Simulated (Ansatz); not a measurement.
Z-matrix (Å, degrees):
```
C
C 1 1.517
H 1 1.092 2 110.2
H 1 1.092 2 111.0 3 119.5
H 1 1.092 2 112.0 3 -119.5
C 2 1.526 1 116.3 3 -176.4
H 2 1.097 1 109.7 3 62.9
H 2 1.094 1 109.8 3 -53.7
C 6 1.516 2 112.9 1 -54.9
C 6 1.516 2 110.3 1 -179.8
Cl 6 1.823 2 108.1 1 63.7
H 9 1.094 6 109.4 2 -59.1
H 9 1.090 6 111.7 2 61.0
H 9 1.091 6 110.6 2 -178.4
H 10 1.091 6 111.0 2 -55.8
H 10 1.091 6 111.0 2 -176.5
H 10 1.094 6 109.4 2 63.8
```

Total charge 0; spin multiplicity 1.

Q: List the r2SCAN/def2-TZVPP orbital energies in eV (Ansatz 0.2.0). (An estimate is asked.)

A: Ansatz gave: Occupied: -2752.76, -274.97, -273.22, -273.02, -273.01, -272.76, -254.13, -192.73, -192.50, -192.49, -22.76, -20.05, -19.29, -18.22, -16.46, -14.01, -12.16, -11.91, -11.34, -10.90, -10.21, -9.84, -9.34, -9.19, -8.70, -8.48, -8.42, -7.11, -7.08. Lowest empty: 0.07, 0.98, 1.98, 2.38, 2.57, 2.80, 3.03, 3.15.
